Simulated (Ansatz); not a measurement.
C2H4OS2 can be A, `S=COCS`, or B, `SSC1CO1`.

Isolated molecules relaxed with PBE0-D4/def2-TZVP in Ansatz; ΔE leaves out vibrations. CCSD(T)/CBS adds triple-zeta CCSD(T) − MP2 to the extrapolated MP2 energy (def2 sets, frozen cores). DFT in def2-TZVPP. B3LYP here is the variant with VWN-RPA as its local correlation; programs differ in this. Each species was taken in one conformer, which may not be the lowest.

(1) Which isomer does CCSD(T)/CBS put lower? Give the gap. (Estimate.)

(2) Give E(B) − E(A) in kcal/mol with PBE-D4, MP2/def2-TZVPP, r2SCAN-D4, PBE0-D4, B3LYP-D4, HF/def2-TZVPP, ωB97M-V. (Best estimate.)

Largest T1 diagnostic: 0.016.

Results:

(1) Ansatz gave: A, by 8.3 kcal/mol.

(2) Computed: PBE-D4 6.6, MP2/def2-TZVPP 8.5, r2SCAN-D4 7.8, PBE0-D4 5.3, B3LYP-D4 10.0, HF/def2-TZVPP 10.7, ωB97M-V 7.3. None reverses the order clearly.

From PBE to PBE0 (25 % exact exchange), in def2-TZVPP and without D4, E(B) − E(A) moves by −1.3 kcal/mol.
